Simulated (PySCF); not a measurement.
C2H3, SMILES [CH]=C, doublet (CAM-B3LYP/def2-SVP optimised geometry):

```
5

C     -0.538    -0.004     0.000
C      0.770    -0.004     0.000
H     -1.353     0.721     0.000
H      1.349     0.933     0.000
H      1.353    -0.933     0.000
```

Level of theory: unrestricted CAM-B3LYP/def2-TZVP (PySCF).

Question: What are the frontier orbital energies (α orbitals alone; a β orbital can be the lowest empty one) and the dipole moment?

Answer: HOMO-2 -13.69 eV, HOMO-1 -9.61 eV, HOMO -8.30 eV, LUMO 1.21 eV, LUMO+1 3.03 eV; dipole moment 0.72 D.

Meta-Löwdin charges at CAM-B3LYP/def2-TZVP: C1 -0.15, C2 -0.26, H3 0.14, H4 0.13, H5 0.14.
